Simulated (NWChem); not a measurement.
System meant: chloromethane (CH$_{3}$Cl); SMILES CCl

NWChem input:

```
start job
memory heap 200 mb stack 900 mb global 1100 mb
geometry units angstroms noautoz
  C      0.000000     0.000000    -1.110906
  Cl     0.000000     0.000000     0.664417
  H      0.732981     0.732981    -1.470125
  H      0.268290    -1.001270    -1.470125
  H     -1.001270     0.268290    -1.470125
end
basis spherical
  C library def2-svp
  Cl library def2-svp
  H library def2-svp
end
dft
  xc xpbe96 cpbe96
  iterations 4
  mulliken
end
task dft energy
```

End of the output:

```
    Atom       Charge   Shell Charges
 -----------   ------   -------------------------------------------------------
    1 C    6     6.12   1.96  0.61  0.34  1.84  1.29  0.08
    2 Cl  17    16.97   2.00  1.96  1.04  0.79  5.82  2.28  3.06  0.04
    3 H    1     0.97   0.64  0.26  0.07
    4 H    1     0.97   0.64  0.26  0.07
    5 H    1     0.97   0.64  0.26  0.07

 center of mass
 --------------
 x =  -0.00000000 y =  -0.00000000 z =   0.19038195

 moments of inertia (a.u.)
 ------------------
         135.019649666832           0.000000000000           0.000000000000
           0.000000000000         135.019649666832           0.000000000000
           0.000000000000           0.000000000000          11.601634310055

     Multipole analysis of the density
     ---------------------------------

     L   x y z        total         alpha         beta         nuclear
     -   - - -        -----         -----         ----         -------
     0   0 0 0     -0.000000    -13.000000    -13.000000     26.000000

     1   1 0 0      0.000000      0.000000      0.000000      0.000000
     1   0 1 0      0.000000      0.000000      0.000000     -0.000000
     1   0 0 1     -0.684484     -0.342242     -0.342242     -0.000000

     2   2 0 0    -14.466125    -10.110952    -10.110952      5.755778
     2   1 1 0      0.000000      0.000000      0.000000     -0.000000
     2   1 0 1      0.000000      0.000000      0.000000      0.000000
     2   0 2 0    -14.466125    -10.110952    -10.110952      5.755778
     2   0 1 1     -0.000000     -0.000000     -0.000000      0.000000
     2   0 0 2    -13.309776    -44.849698    -44.849698     76.389619

 ------------------------------------------------------------------------
 dft energy failed                                                                                  0
 ------------------------------------------------------------------------
 ------------------------------------------------------------------------
  current input line :
    20: task dft energy
 ------------------------------------------------------------------------
 ------------------------------------------------------------------------
 This type of error is most commonly associated with calculations not reaching convergence criteria
 ------------------------------------------------------------------------
 For more information see the NWChem manual at https://nwchemgit.github.io

0:dft energy failed:Received an Error in Communication
```

### Question
Find the fault in this run and fix the input.

### Answer
The run did not converge; its last values are not results. Cause: the SCF was allowed too few iterations. This input runs:
```
start job
memory heap 200 mb stack 900 mb global 1100 mb
geometry units angstroms noautoz
  C      0.000000     0.000000    -1.110906
  Cl     0.000000     0.000000     0.664417
  H      0.732981     0.732981    -1.470125
  H      0.268290    -1.001270    -1.470125
  H     -1.001270     0.268290    -1.470125
end
basis spherical
  * library def2-svp
end
dft
  xc xpbe96 cpbe96
  iterations 150
  mulliken
end
task dft energy
```
It converges to -499.67987 Ha (PBE/def2-SVP).
